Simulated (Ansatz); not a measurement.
Geometry optimisation, RKS B3LYP-D4/6-31G in Ansatz.

The input (input.yaml):

```yaml
crystal:
  periodic: [false, false, false]
  atoms:
    - { symbol: C, position_ang: [-0.1384, -1.2834, 0.7148] }
    - { symbol: C, position_ang: [-0.3211, -0.015, -0.2011] }
    - { symbol: C, position_ang: [0.9608, 0.2619, -0.9533] }
    - { symbol: Cl, position_ang: [-1.5177, -0.3612, -1.4336] }
    - { symbol: C, position_ang: [-0.7752, 1.2726, 0.4602] }
    - { symbol: S, position_ang: [-0.5966, 1.6472, 2.1075] }
    - { symbol: H, position_ang: [0.0739, -2.1359, 0.1253] }
    - { symbol: H, position_ang: [0.6566, -1.0973, 1.4295] }
    - { symbol: H, position_ang: [-1.1085, -1.4155, 1.2993] }
    - { symbol: H, position_ang: [1.8029, 0.4872, -0.2092] }
    - { symbol: H, position_ang: [0.8965, 1.1225, -1.5906] }
    - { symbol: H, position_ang: [1.3256, -0.5956, -1.5198] }
    - { symbol: H, position_ang: [-1.2386, 2.0777, -0.2142] }
basis:
  gaussian: { orbitals: "6-31G" }
hamiltonian:
  xc: b3lyp
  dispersion: d4
relax:
  f_tol: 0.02
  max_steps: 50
```

Launched with:

```bash
$ ansatz run input.yaml --threads 1 --pin off --max-ram 2048MiB --backend cpu --events-out ev --progress --plain --runs-dir out
```

Question: Where does it end, and by what steps?

Answer: The run converged. Limits of this set-up: no polarisation functions. After 7 steps the energy has fallen by 0.610 eV; S6 moved furthest, 0.42 Å.

```tsv
step	energy less start (eV)	largest force component (eV/Å)	accepted
0	0.0000	2.821	yes
1	-0.4215	2.392	yes
2	-0.5494	1.220	yes
3	-0.5935	0.284	yes
4	-0.2446	2.823	no
5	-0.6071	0.145	yes
6	-0.6086	0.170	yes
7	-0.6097	0.019	yes
```

```xyz
13
Properties=species:S:1:pos:R:3
C -0.129 -1.216 0.751
C -0.246 0.002 -0.146
C 1.004 0.263 -0.989
Cl -1.689 -0.369 -1.422
C -0.729 1.266 0.503
S -0.989 1.502 2.135
H 0.133 -2.096 0.158
H 0.657 -1.044 1.495
H -1.062 -1.407 1.285
H 1.846 0.475 -0.319
H 0.867 1.116 -1.660
H 1.246 -0.619 -1.588
H -0.889 2.092 -0.189
```

Whether the end is a true minimum wasn't checked by a vibrational analysis.

Time of the run: 46 s on 1 thread of Arm Neoverse V2 (shared host), peak memory 0.19 GiB.
